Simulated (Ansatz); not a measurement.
# C4H4O: the cost of one run

Method: UKS PBE0-D4/6-31G*, in Ansatz 0.2.0.

## (1) The system as given

Bond lengths: C1–C2 1.200 Å, C2–O3 1.333 Å, O3–C4 1.418 Å, C4–C5 1.327 Å, C1–H6 1.042 Å, C4–H7 1.084 Å, C5–H8 1.054 Å, C5–H9 1.082 Å. Angles: C1–C2–O3 176.6°, C2–C1–H6 178.9°, C2–O3–C4 112.9°, O3–C4–C5 131.0°, O3–C4–H7 104.1°, C5–C4–H7 124.6°, C4–C5–H8 118.3°, C4–C5–H9 122.2°, H8–C5–H9 119.4°.

Structure file:

```xyz
9

C     0.6799    1.9859    0.8757
C     0.9260    0.9730    0.2802
O     1.2761   -0.1289   -0.3842
C     0.1845   -1.0040   -0.6143
C    -1.0777   -0.9475   -0.2088
H     0.4503    2.8669    1.3816
H     0.6286   -1.8502   -1.1252
H    -1.7222   -1.7395   -0.4694
H    -1.4716   -0.0983    0.3334
```

## (2) Relaxing end A

File input.yaml:

```yaml
crystal:
  periodic: [false, false, false]
  atoms:
    - { symbol: C, position_ang: [0.6799, 1.9859, 0.8757] }
    - { symbol: C, position_ang: [0.926, 0.973, 0.2802] }
    - { symbol: O, position_ang: [1.2761, -0.1289, -0.3842] }
    - { symbol: C, position_ang: [0.1845, -1.004, -0.6143] }
    - { symbol: C, position_ang: [-1.0777, -0.9475, -0.2088] }
    - { symbol: H, position_ang: [0.4503, 2.8669, 1.3816] }
    - { symbol: H, position_ang: [0.6286, -1.8502, -1.1252] }
    - { symbol: H, position_ang: [-1.7222, -1.7395, -0.4694] }
    - { symbol: H, position_ang: [-1.4716, -0.0983, 0.3334] }
magnetization:
  spin_polarized: true
basis:
  gaussian: { orbitals: "6-31G*" }
hamiltonian:
  xc: pbe0
  dispersion: d4
relax:
  f_tol: 0.02
  max_steps: 50
output:
  orbitals: {}
```

On the command line:

```
$ ansatz run input.yaml --threads 2 --pin off --max-ram 3072MiB --backend cpu --events-out ev --progress --plain --runs-dir out
```

What time and memory should one allow on 2 threads of Arm Neoverse V2, shared host?

About 18 s, with a peak of 0.2 GiB.
